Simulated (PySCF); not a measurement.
**From computed data to an observable: chemical shift, span and skew from a shielding tensor**

chloroform (CHCl3), SMILES ClC(Cl)Cl. Atoms are numbered in the order given.

```xyz
5

Cl    -1.4680    -0.8475    -0.0842
C      0.0000     0.0000     0.4576
Cl     1.4680    -0.8475    -0.0842
Cl     0.0000     1.6951    -0.0842
H      0.0000     0.0000     1.5507
```
Charge 0, spin multiplicity 1.

Geometry optimised at TPSSh-D3(BJ)/def2-SVP.

GIAO shieldings from PBE0/pcSseg-2 (PySCF), non-relativistic, no solvent. The symmetric part of the tensor of C2 has the principal values 33.1, 97.1, 97.1 ppm. The same nucleus in TMS has σ = 186.1 ppm at this level (PySCF, at its B3LYP-D3(BJ)/def2-TZVP geometry). Without spin–orbit terms, shifts of atoms bonded to Cl or Br come out too high.

Question: Work out the isotropic shielding, the ¹³C shift against TMS, the span and the skew.

Answer: 
σ(iso) = (σ11 + σ22 + σ33)/3 = 75.8 ppm. δ = σ(ref) − σ(iso) = 186.1 − (75.8) = 110.3 ppm.
Span Ω = σ33 − σ11 = 64.0 ppm. Skew κ = 3(σ(iso) − σ22)/Ω = -1.00, an axial tensor. Tumbling in solution averages the tensor to δ; in a static solid the shielding alone would spread this spin-1/2 line over Ω.
